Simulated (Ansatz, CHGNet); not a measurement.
Elastic constant C11 (GPa) of 22 elemental solids other than molecular ones, computed with the machine-learned potential CHGNet-r²SCAN (trained on r²SCAN data) and with r²SCAN in Ansatz (PAW). The set holds measured phases with no doubt noted on the run or the magnetic state but for the caveats below. 4 more of the class have both values but aren't in it, for one of these reasons: built or high-temperature cells, doubts on the run or the magnetic state, unlike cells, values of zero, layered or molecular crystals. Solids without a value at one level (not run, failed, or a magnetic order lost), or held back for tests, aren't counted.

All rows, in order of the shift (worked out from unrounded values):

| solid | CHGNet-r²SCAN | r²SCAN | shift (%) |
|---|---|---|---|
| bcc K | 8.50 | 3.88 | -54 |
| fcc Sr | 21.0 | 14.7 | -30 |
| bcc Na | 10.4 | 8.89 | -14.5 |
| fcc Ag | 129 | 124 | -3.8 |
| fcc Cu | 178 | 202 | +13.5 |
| hcp Tl | 28.0 | 33.4 | +19.5 |
| hcp Ti | 156 | 188 | +20 |
| fcc Ca | 18.1 | 22.9 | +27 |
| fcc Ir | 457 | 633 | +38 |
| hcp Os | 566 | 784 | +39 |
| fcc Pb | 33.5 | 50.5 | +51 |
| hcp Cd | 84.9 | 128 | +51 |
| hcp Zr | 98.3 | 153 | +56 |
| fcc Al | 82.9 | 132 | +59 |
| diamond | 670 | 1112 | +66 |
| hcp Sc | 57.7 | 99.6 | +73 |
| hcp Mg | 41.7 | 72.2 | +73 |
| bcc Li | 8.44 | 14.7 | +74 |
| diamond-structure Si | 95.3 | 168 | +76 |
| diamond-structure Ge | 58.6 | 127 | +116 |
| hcp Be | 129 | 338 | +162 |
| hcp Y | 24.9 | 76.9 | +209 |

The shift from CHGNet-r²SCAN to r²SCAN has a median of +51 %, and eight in ten lie between -13.4 % and +112 %; r²SCAN is the larger in 18 of 22. Each level is at its own cell, so the shift holds the change of volume too.

Ansatz's runs of these crystals have no spin polarisation. Meta-GGA and hybrid levels favour moments, which can bear on hcp Sc, hcp Ti, hcp Y.

Spin–orbit coupling is left out, also for the solids with elements from indium on (hcp Os, hcp Tl, fcc Ir, fcc Pb); its size isn't shown.

Each level is taken at its own relaxed cell. Ansatz's density-functional and Hartree–Fock values are scalar-relativistic unless marked +SOC, with PAW data made under PBE.

Ansatz is a first-principles code.
